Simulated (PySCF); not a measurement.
These 3 structures share the formula C4H12N2. Level of theory: PySCF, PBE0-D3(BJ)/def2-SVP geometry optimisation, gas phase. Energies are electronic, without zero-point or thermal terms, for one conformer each. No frequencies were run at this level. Point groups hold within 0.08 Å.

Problem. Order them by energy at this level, lowest first, and give relative energies in kcal/mol.
A. `[CH3:1][N:2]([CH3:3])[CH2:4][CH2:5][NH2:6]` with C1–N2–C4–C5 -159°, N2–C4–C5–N6 56°, C4–C5–N6–H 66° and -47°
B. `[CH3:1][CH:2]([CH2:3][NH2:4])[CH2:5][NH2:6]` with C1–C2–C3–N4 60°, C2–C3–N4–H -174° and 68°, C1–C2–C5–N6 -59°, C2–C5–N6–H -56° and 62°
C. `[CH3:1][CH2:2][CH2:3][CH2:4][NH:5][NH2:6]` with C1–C2–C3–C4 -179°, C2–C3–C4–N5 -60°, C3–C4–N5–N6 -60°, C4–N5–N6–H 90° and -150°

Solution. B (0.0), A (8.6), C (19.4).

As drawn, the highest has an N–N linkage, which the lowest lacks.

```csv
SMILES,E (Eh),E rel (kcal/mol),dipole (D),point group,"A, B, C (MHz)"
CC(CN)CN,-268.64048,0.0,1.60,–,"6935, 1899, 1634"
CN(C)CCN,-268.62669,8.6,1.77,C1,"5762, 2168, 1988"
CCCCNN,-268.60948,19.4,1.76,C1,"6858, 1708, 1565"
```

Problem. How do the relative energies change in single points at PBE0/pcSseg-1 (no added dispersion term) on the same geometries?

Solution. 
```csv
SMILES,PBE0-D3(BJ)/def2-SVP (kcal/mol),PBE0/pcSseg-1 (kcal/mol),shift
CC(CN)CN,0.0,0.0,0.0
CN(C)CCN,8.6,8.8,+0.2
CCCCNN,19.4,19.4,0.0
```

Each column counts from its own lowest isomer. The order is unchanged; the largest shift is 0.2 kcal/mol.
